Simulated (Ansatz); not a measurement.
# NaSiH₂ radical: single points off equilibrium

An exercise on one series of results from a longer session: the logs are not shown, and one member is left open.

Program: Ansatz 0.2.0, Gaussian basis. Level of theory: single points in def2-TZVPP. These are calculated values, not measurements.

Cores are frozen in the correlated methods. The outer core shell of Li, Na, Mg and K is correlated. Orbitals are unrestricted.

## Where the work starts

4 atoms, charge 0, spin multiplicity 2.

Atoms are counted from 1 here; the program's logs count them from 0.

Bond lengths: Na1–Si2 2.766 Å, Si2–H3 1.488 Å, Si2–H4 1.493 Å. Angles: Na1–Si2–H3 123.0°, Na1–Si2–H4 120.7°, H3–Si2–H4 97.5°.

Geometry (Å):

```
Na   -2.32380    0.80780   -0.39120
Si    0.34040    0.08180   -0.22540
H     0.80780   -1.32260   -0.37890
H     1.15020    0.42610    0.98120
```

Set-up of the first run:

run/in.yaml

```yaml
crystal:
  periodic: [false, false, false]
  atoms:
    - {symbol: Na, position_ang: [-2.323800, 0.807800, -0.391200]}
    - {symbol: Si, position_ang: [0.340400, 0.081800, -0.225400]}
    - {symbol: H, position_ang: [0.807800, -1.322600, -0.378900]}
    - {symbol: H, position_ang: [1.150200, 0.426100, 0.981200]}
basis:
  gaussian: {orbitals: def2-TZVPP}
magnetization: {spin_polarized: true, initial_magnetization: 1}
correlation: {method: ccsd_t}
scf: {omitted_lower_state_checks: [cluster_reference]}
output: {forces: true}
```

No record of the launch command was kept for these runs.

Among the steps run: CCSD(T)/def2-TZVPP; PBE0-D4/def2-TZVPP; wB97M-V/def2-TZVPP; r2SCAN-D4/def2-TZVPP; PBE-D4/def2-TZVPP; BLYP-D4/def2-TZVPP; B97M-V/def2-TZVPP.

One table of the session follows, with a row left open; its other results are not shown here.

| method | RMS force component (eV/Å) | angle to CCSD(T) forces (°) | dipole (D) |
| --- | --- | --- | --- |
| CCSD(T) | 0.177 | reference | 8.29 |
| PBE0-D4 | ? | ? | ? |
| wB97M-V | 0.148 | 10.9 | 7.98 |
| r2SCAN-D4 | 0.193 | 7.5 | 7.94 |
| PBE-D4 | 0.271 | 18.8 | 6.99 |
| BLYP-D4 | 0.222 | 23.7 | 6.52 |
| B97M-V | 0.213 | 19.7 | 7.33 |

Q: Estimate the row for PBE0-D4 from the others.

As computed: RMS force component (eV/Å): 0.202; angle to CCSD(T) forces (°): 7.4; dipole (D): 7.67. In the column «RMS force component (eV/Å)» it lies between r2SCAN-D4 (0.193) and B97M-V (0.213).
